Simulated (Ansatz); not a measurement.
**The cluster Mn3+: structure and electronic state**

Aim: characterise the cluster Mn3+ as a multiplicity 13: its structure, frontier levels and distribution of charge and spin.

The runs use Ansatz 0.2.0, Gaussian basis; UKS PBE0-D4/def2-TZVP.

Levels to be run: relaxation at PBE-D4/def2-TZVP; a search for the lowest solution at PBE0-D4/def2-SVP; a single point at PBE0-D4/def2-TZVP; harmonic vibrations at PBE-D4/def2-TZVP.

3 further runs of the same task are left out: 3 for a known fault of the program.

## Step 1: The starting structure

3 atoms, charge 1, spin multiplicity 13.

Atoms are counted from 1 here; the program's logs count them from 0.

Bond lengths: Mn1–Mn2 2.391 Å, Mn1–Mn3 2.390 Å, Mn2–Mn3 2.391 Å. Angles: Mn2–Mn1–Mn3 60.0°, Mn1–Mn2–Mn3 60.0°, Mn1–Mn3–Mn2 60.0°.

No spin-orbit coupling is included. The ion is computed in the gas phase, without counter-ions or solvent.

The start is a GFN1-xTB geometry.

## Step 2: Relaxation at PBE-D4/def2-TZVP

Contents of in.yaml:

```yaml
crystal:
  periodic: [false, false, false]
  atoms:
    - {symbol: Mn, position_ang: [0.179300, 1.360590, -0.146300]}
    - {symbol: Mn, position_ang: [1.094140, -0.828960, 0.145400]}
    - {symbol: Mn, position_ang: [-1.273440, -0.531630, 0.000900]}
basis:
  gaussian: {orbitals: def2-TZVP}
total_charge: 1
magnetization: {spin_polarized: true, initial_magnetization: 12}
hamiltonian: {xc: pbe, dispersion: d4}
scf: {lower_state_search: "off"}
output: {orbitals: {seedname: orbitals}}
relax: {f_tol: 0.02, max_steps: 100}
```

The run is started by

```console
$ ansatz run in.yaml --threads 4 --pin off --events-out ev --progress --plain --max-ram 3916MiB
```

The runs that follow: Searching for the lowest solution, PBE0-D4/def2-SVP; Single point, PBE0-D4/def2-TZVP; Harmonic vibrations.

Q: Predict the results of all the runs planned. Wanted: point group; commonest bond; HOMO, LUMO at PBE0-D4/def2-TZVP; ⟨S²⟩; lowest, highest wavenumber.

As calculated:

| quantity | value |
| --- | --- |
| point group | D3h |
| commonest bond | Mn–Mn, 3 of mean length 2.533 Å |
| HOMO, LUMO at PBE0-D4/def2-TZVP (over both spins) | -8.63, -7.15 eV |
| ⟨S²⟩ | 43.066 |
| lowest, highest wavenumber | 142, 272 cm⁻¹ |

What this shows: The molecule keeps its bonding pattern by the stored test; the atoms moved 0.08 Å (rms). All wavenumbers are real: a minimum at this level. The alpha HOMO lies nearest to Mn1, Mn2, Mn3 about 33 % each and the alpha LUMO to Mn2 52 %; Mn1 32 % (shares on a coarse grid); over both spins the HOMO of beta spin, not drawn, take the frontier's place. Doubts on the single point: spin contamination. Whether this spin is the lowest isn't tested here.
